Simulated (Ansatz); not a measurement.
**Molecular dynamics, step by step**

CHCl₂ (SMILES Cl[CH+]Cl) (charge +1), closed shell, r2SCAN-D4/def2-SVPD (Ansatz 0.2.0). Settings (timestep in fs, temperature in K; T counts 6 degrees of freedom):

```yaml
hamiltonian: {xc: r2scan, dispersion: d4}
md: {n_steps: 40, timestep: 0.5, temperature: 300, ensemble: nvt_nose_hoover, seed: 984, initial_velocities: maxwell_boltzmann}
```

Start (the SMILES describes the start alone):

```
4
angstrom
Cl 1.3207 -0.6313 -0.5969
C -0.0096 -0.0094 0.1050
Cl -1.2013 0.7481 -0.7044
H -0.1098 -0.1075 1.1962
```

```tsv
step	time (fs)	potential energy less the start (meV)	kinetic energy (meV)	T (K)
0	0.00	0.0	77.6	300
2	1.00	3.4	74.2	287
4	2.00	10.7	66.9	259
6	3.00	20.9	56.7	219
8	4.00	32.8	44.8	173
10	5.00	44.9	32.8	127
12	6.00	55.2	22.5	87
14	7.00	62.2	15.5	60
16	8.00	64.8	13.0	50
18	9.00	63.0	14.7	57
20	10.00	57.8	19.9	77
22	11.00	50.5	27.3	105
24	12.00	42.3	35.4	137
26	13.00	34.5	43.2	167
28	14.00	28.2	49.7	192
30	15.00	24.0	53.9	208
32	16.00	22.3	55.7	216
34	17.00	22.7	55.4	214
36	18.00	24.6	53.6	207
38	19.00	27.6	50.7	196
40	20.00	31.5	46.9	181
```

Step 10, positions (Å) and forces (eV/Å):

| atom | x | y | z | Fx | Fy | Fz |
| --- | --- | --- | --- | --- | --- | --- |
| Cl1 | 1.324 | -0.634 | -0.592 | 0.071 | 0.013 | -0.290 |
| C2 | -0.024 | 0.005 | 0.067 | 1.087 | -0.792 | 1.196 |
| Cl3 | -1.200 | 0.746 | -0.696 | -1.107 | 0.745 | -0.968 |
| H4 | -0.109 | -0.108 | 1.159 | -0.051 | 0.034 | 0.062 |

Step 22, positions (Å) and forces (eV/Å):

| atom | x | y | z | Fx | Fy | Fz |
| --- | --- | --- | --- | --- | --- | --- |
| Cl1 | 1.329 | -0.637 | -0.588 | 0.239 | -0.052 | -0.460 |
| C2 | -0.016 | 0.003 | 0.052 | 0.626 | -0.558 | 1.248 |
| Cl3 | -1.207 | 0.750 | -0.693 | -0.900 | 0.640 | -1.004 |
| H4 | -0.120 | -0.100 | 1.139 | 0.035 | -0.031 | 0.216 |

Step 30, positions (Å) and forces (eV/Å):

```tsv
atom	x	y	z	Fx	Fy	Fz
Cl1	1.334	-0.640	-0.588	0.343	-0.113	-0.466
C2	0.001	-0.008	0.063	-0.480	0.121	0.805
Cl3	-1.218	0.756	-0.697	0.029	0.050	-0.412
H4	-0.122	-0.098	1.152	0.108	-0.058	0.073
```

Last step (40):

Cl1  (1.341, -0.643, -0.591)
C2  (0.012, -0.020, 0.089)
Cl3  (-1.230, 0.763, -0.704)
H4  (-0.104, -0.107, 1.182)
(Å)

Hardware: 2 CPU threads of an Intel Xeon, shared host. Wall time about 110 s.
